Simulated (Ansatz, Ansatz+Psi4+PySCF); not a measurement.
```yaml
atoms:
  - { symbol: N, position_ang: [0.0000, 0.0000, -0.5605] }
  - { symbol: O, position_ang: [0.0000, 0.0000, 0.4905] }
```

Basis set: cc-pVTZ (spherical functions). Left uncorrelated: 2 orbitals. Charge 0, multiplicity 2.

Computed with Ansatz (development build ahead of 0.2.0); each method stands on the lowest determinant of its kind that the runs found.

Task: Give the atomization energy at this shape (free ground-state atoms in the same class of orbitals less the molecule, no zero-point energy) of doublet NO by UHF-MP2, UHF.

Result:

```tsv
method	atomization energy
UHF-MP2	5.89 eV
UHF	2.03 eV
```

Caution: the shape is not the minimum.
